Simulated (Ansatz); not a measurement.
System: CsCl-type TlBr. Method: B3LYP (VWN-RPA form) (Ansatz, a quantum-chemistry and plane-wave program, PAW).

Settings: plane-wave cutoff 460 eV, 6×6×6 k mesh, Fermi–Dirac smearing 0.01 eV, scalar-relativistic PAW data made under PBE.

The cell has the measured lattice: a = b = c = 3.9800 Å, α = β = γ = 90.00°.

### Question
Estimate the band gap and Γ–Γ gap that the calculation returns.

### Answer

band gap: 3.04 eV (on the SCF k mesh)
Γ–Γ gap: 10.01 eV

Measured, for comparison: band gap 2.68 eV (temperature not stated, no zero-point or thermal correction, detector crystals, literature values; as tabulated in Piasecki et al. (2022), doi:10.1039/d1ma01259b).

Note: cell and atoms aren't relaxed at this level (pressure 2.9 GPa).

Spin–orbit coupling is not included; with these elements it can move the gap by several tenths of an eV or more.

The computed numbers hold no vibrational or temperature effects.
